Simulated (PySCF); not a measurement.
Aziridine, C₂H₅N, SMILES C1CN1, point group Cs.

Level: B3LYP/pcSseg-1 in PySCF (density fitting, grid level 2); geometry and Hessian at that level, cubic constants and property derivatives from steps of ±0.6 along each species' dimensionless normal coordinates, second-order vibrational perturbation theory. The parent has the commonest isotopes.

Equilibrium geometry (Å):

| atom | x | y | z |
| --- | --- | --- | --- |
| C1 | 0.7149 | -0.3327 | 0.0213 |
| C2 | -0.7596 | -0.1698 | 0.0601 |
| N3 | 0.0681 | 0.7510 | -0.7303 |
| H4 | 1.2808 | -0.0902 | 0.9210 |
| H5 | 1.1610 | -1.1129 | -0.5926 |
| H6 | -1.2115 | 0.1851 | 0.9865 |
| H7 | -1.3965 | -0.8303 | -0.5255 |
| H8 | 0.1790 | 1.6374 | -0.2388 |

An isotope shift is δ(isotopologue) − δ(parent), that is, the negative of the change in the averaged GIAO shielding; n counts bonds from the nearest label (0: the labelled atom itself). These are computed values; those of heavy atoms are rounded to 5 ppb, about the numerical noise. One-bond deuterium shifts of ¹³C at such levels come out too large, by a quarter to a half.

Q: What isotope shifts arise with ²H at 5?

A: 
```
nucleus  n  0 K (ppb)  250 K (ppb)
     H5  0       -140         -136
     C1  1       -395         -390
     C2  2       -125         -120
     N3  2       -315         -305
     H4  2        -14          -14
     H6  3         -6           -6
     H7  3         -7           -7
     H8  3        -14          -14
```

Q: What isotope shifts arise with ²H at 8?

A: 
```csv
nucleus,n,0 K (ppb),250 K (ppb)
H8,0,-178,-172
N3,1,-1235,-1220
C1,2,-150,-145
C2,2,-150,-145
H4,3,-17,-17
H5,3,-14,-13
H6,3,-17,-17
H7,3,-14,-13
```

Q: What isotope shifts arise with ²H at 4, ²H at 5?

A: 
```json
{"nucleus": "H4", "n": "0", "0 K (ppb)": "-149", "250 K (ppb)": "-146"}
{"nucleus": "H5", "n": "0", "0 K (ppb)": "-156", "250 K (ppb)": "-153"}
{"nucleus": "C1", "n": "1", "0 K (ppb)": "-800", "250 K (ppb)": "-795"}
{"nucleus": "C2", "n": "2", "0 K (ppb)": "-240", "250 K (ppb)": "-225"}
{"nucleus": "N3", "n": "2", "0 K (ppb)": "-670", "250 K (ppb)": "-650"}
{"nucleus": "H6", "n": "3", "0 K (ppb)": "-15", "250 K (ppb)": "-15"}
{"nucleus": "H7", "n": "3", "0 K (ppb)": "-14", "250 K (ppb)": "-13"}
{"nucleus": "H8", "n": "3", "0 K (ppb)": "-29", "250 K (ppb)": "-28"}
```
